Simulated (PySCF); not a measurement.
Static response to an electric field

Compound: silicon dicarbide, C2Si (singlet state).
Atom-mapped SMILES: `[C:1]1#[C:2][Si:3]1`

Geometry (PBE0-D3(BJ)/def2-TZVP, Å), atoms numbered from 1 in this order:
```xyz
3
C2Si angstrom
C     -0.3579   -1.2297   -0.6150
C      0.4410   -0.4092   -0.0832
Si     1.0850   -2.1195    0.0903
```

Level: CAM-B3LYP/aug-cc-pVTZ (PySCF), static field, nuclei fixed, core orbitals frozen in the response. The polarisability tensor in these axes (au):

```
x   45.80 -3.04  4.76
y   -3.04 49.03 -0.35
z    4.76 -0.35 39.24
```

**Question.** Diagonalise the tensor; give its mean and Δα, where Δα² is half the sum of the squared differences of the eigenvalues.

**Answer.** Principal values 36.64, 45.84 and 51.59 au; mean 44.69 au = 6.62 Å³ = 7.37 × 10⁻⁴⁰ C²·m²/J; Δα = 13.07 au (29 % of the mean).

**Question.** What is the dipole moment, and where does it point?

**Answer.** (1.54, -1.91, 0.65) D, 2.54 D in size, pointing from the negative to the positive side. Measured along this direction, the outermost atoms are C1 and C2 at the negative end and Si3 at the positive end.

**Question.** In TDDFT the mean static polarisability is Σ f/ω² over all singlet excitations (ω in hartree). How much of it do the 10 lowest give? Their energies (eV) and oscillator strengths: 2.81, 0.0201; 3.71, 0.0150; 4.33, 0.0000; 4.56, 0.0000; 5.10, 0.0335; 5.96, 0.0205; 6.15, 0.0000; 6.80, 0.0096; 7.24, 0.1136; 7.33, 0.0000.

**Answer.** They add up to 5.83 au, 13.0 % of the 44.69 au; the largest single term is 1.88 au, from the state at 2.81 eV. Terms in order: 1.88, 0.81, 0.00, 0.00, 0.96, 0.43, 0.00, 0.15, 1.60, 0.00 au. Higher excitations give the rest. The strengths listed sum to 0.212.

**Question.** Estimate the molar refractivity from the static electronic polarisability.

**Answer.** Lorentz–Lorenz: R = (4π/3)N_A α = 2.5225 cm³/(mol·Å³) × 6.62 Å³ = 16.7 cm³/mol, in the limit of long wavelengths.

**Question.** Refractivity n − 1 of an ideal gas of it at 350 K and 1 atm, from the electronic α?

**Answer.** N = p/kT = 2.0968 × 10¹⁹ cm⁻³, so n − 1 = 2π × N × 6.62 × 10⁻²⁴ cm³ = 873 × 10⁻⁶ at long wavelengths.

Isolated species at its PBE0-D3(BJ)/def2-TZVP geometry, gas phase.
